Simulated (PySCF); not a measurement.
## Working out the ionisation energy of Cl

Cl [Ne] 3s2 3p5 (2P) → Cl+ [Ne] 3s2 3p4 (3P). All numbers are calculated (PySCF 2.14, the non-relativistic Hamiltonian (point nucleus), in def2-TZVPPD). Frozen: 1s2. Energies in hartree (1 hartree = 27.21139 eV):

```tsv
part	Cl (lower)	Cl+ (upper)
UHF	-459.477169	-459.044585
CCSD correlation	-0.340666	-0.306669
(T)	-0.007405	-0.005760
```

What does Hartree-Fock give?

(-459.044585) − (-459.477169) = 0.432584 hartree = 11.771 eV.

What do CCSD and CCSD(T) give?

The CCSD correlation energies differ by 0.033997 hartree = 0.925 eV and the triples by 0.001645 hartree = 0.045 eV, so CCSD gives 12.696 eV and CCSD(T) 12.741 eV.

Measured between the centres of the two terms (NIST): 12.974 eV, so CCSD(T) (valence and next inner shell) is off by -0.233 eV.

What remains against the reference includes basis incompleteness, the frozen core and higher excitations.
